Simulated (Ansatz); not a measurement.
## Forces away from equilibrium

CH$_{4}$BS (SMILES C[B]S), doublet, displaced at random from a GFN2-xTB minimum.

C1  (-0.930, 0.452, -0.090)
B2  (0.327, -0.212, 0.574)
S3  (1.754, -0.877, -0.261)
H4  (-1.373, -0.312, -0.836)
H5  (-0.614, 1.313, -0.718)
H6  (-1.690, 0.751, 0.566)
H7  (2.548, -1.267, 0.701)
(Å)

Computed with Ansatz 0.2.0 (basis: def2-TZVPP); correlated methods freeze the cores; orbitals are unrestricted.

CCSD(T) forces from the calculation:
```json
{"atom": "C1", "Fx": "0.910", "Fy": "-1.332", "Fz (eV/Å)": "-2.469"}
{"atom": "B2", "Fx": "0.240", "Fy": "-0.038", "Fz (eV/Å)": "0.228"}
{"atom": "S3", "Fx": "-0.768", "Fy": "0.416", "Fz (eV/Å)": "-1.081"}
{"atom": "H4", "Fx": "0.526", "Fy": "1.036", "Fz (eV/Å)": "1.025"}
{"atom": "H5", "Fx": "-0.156", "Fy": "-0.330", "Fz (eV/Å)": "0.337"}
{"atom": "H6", "Fx": "-1.036", "Fy": "0.434", "Fz (eV/Å)": "1.016"}
{"atom": "H7", "Fx": "0.285", "Fy": "-0.187", "Fz (eV/Å)": "0.943"}
```

Task: Which atom feels the largest CCSD(T) force, and how large is it?

Result: C1, 2.95 eV/Å, along (0.31, -0.45, -0.84).

Root-mean-square difference of the force components from those of CCSD(T): PBE0-D4 0.125; wB97M-V 0.109; r2SCAN-D4 0.124; PBE-D4 0.201; SPW92 0.345; LC-wPBE 0.136 eV/Å.

T1 diagnostic: at most 0.016. ⟨S²⟩ of the unrestricted Hartree–Fock references: 0.76 (a pure state has 0.75). These are differences at one structure, and CCSD(T) in triple zeta is itself an approximation.

For scale, one of the runs: CCSD(T)/def2-TZVPP forces, 160 basis functions (an equivalent command: `ansatz run in.yaml --threads 8`). The run took 90 s on 8 CPU threads (shared host), with 5.5 GiB of host memory at its peak.
